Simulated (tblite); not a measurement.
Run record: nudged-elastic-band run, `CCCNC=O`.

Computed with GFN2-xTB (tblite), gas phase: nudged elastic band of 9 images (0 to 8), spring 0.2 eV/Å², climbing image at the end, force threshold 0.05 eV/Å. No saddle search or frequency run followed, so the top image need not be a first-order saddle, and its height can exceed the method's true barrier by a kcal/mol or more. A driver script takes a list of jobs; this job's settings line and coordinates (Å) are shown. «atoms» counts from 0 and names the dihedral (C2–C3–N4–C5 when counted from 1); «turn» is the rotation in degrees that makes the guess of the end point.

Command:
```bash
OMP_NUM_THREADS=1 python probes_run.py task.json out
```

Input:
```
{"job": {"kind": "neb", "xc": "GFN2-xTB", "basis": "xTB", "atoms": [1, 2, 3, 4], "turn": 120}, "charge": 0, "multiplicity": 1}
C     -1.579657     0.642103    -0.129930
C     -1.045147    -0.780969    -0.229370
C      0.321734    -0.922907     0.441192
N      1.327725    -0.112073    -0.208836
C      1.951277     0.906040     0.409065
O      1.798335     1.228257     1.560128
H     -1.684081     0.933260     0.912139
H     -2.550685     0.719532    -0.612445
H     -0.900682     1.343634    -0.609513
H     -0.964351    -1.074490    -1.279427
H     -1.738788    -1.469438     0.255561
H      0.274581    -0.578669     1.476471
H      0.637183    -1.972276     0.427206
H      1.493694    -0.282416    -1.188001
H      2.654448     1.428400    -0.268771
```

Output:
```
image   E - E0 / eV
  0      -0.0000
  1       0.0082
  2       0.0290
  3       0.0555
  4       0.0738
  5       0.0724
  6       0.0553
  7       0.0352
  8       0.0179
```

Read off the barriers.

The highest image is 4: 0.074 eV (1.70 kcal/mol) above the start and 0.056 eV (1.29 kcal/mol) above the end. The band met its force threshold.

Which dihedral does each image have?

0: 116°, 1: 133°, 2: 149°, 3: 164°, 4: 179°, 5: -167°, 6: -151°, 7: -134°, 8: -116°.

Give the geometry of the highest image and of the end point.

Image 4:
```
atom  x, y, z in Å
C1     -1.800    0.504   -0.339
C2     -1.027   -0.803   -0.205
C3      0.264   -0.622    0.583
N4      1.187    0.259   -0.109
C5      2.377    0.580    0.421
O6      2.804    0.158    1.467
H7     -2.051    0.893    0.646
H8     -2.721    0.351   -0.895
H9     -1.217    1.260   -0.861
H10    -0.804   -1.208   -1.196
H11    -1.642   -1.533    0.322
H12     0.041   -0.194    1.567
H13     0.757   -1.585    0.752
H14     0.886    0.663   -0.980
H15     2.942    1.287   -0.218
```

Image 8:
```
atom  x, y, z in Å
C1     -1.833    0.374   -0.524
C2     -0.905   -0.779   -0.157
C3      0.174   -0.368    0.848
N4      1.117    0.576    0.291
C5      2.421    0.291    0.132
O6      2.958   -0.739    0.454
H7     -2.261    0.820    0.372
H8     -2.648    0.017   -1.149
H9     -1.302    1.146   -1.077
H10    -0.426   -1.169   -1.056
H11    -1.490   -1.585    0.290
H12    -0.296    0.069    1.736
H13     0.759   -1.240    1.148
H14     0.756    1.464   -0.018
H15     2.971    1.131   -0.334
```

Cost: about 7 s of CPU time on one thread; the machine was shared, so the figure is rough.
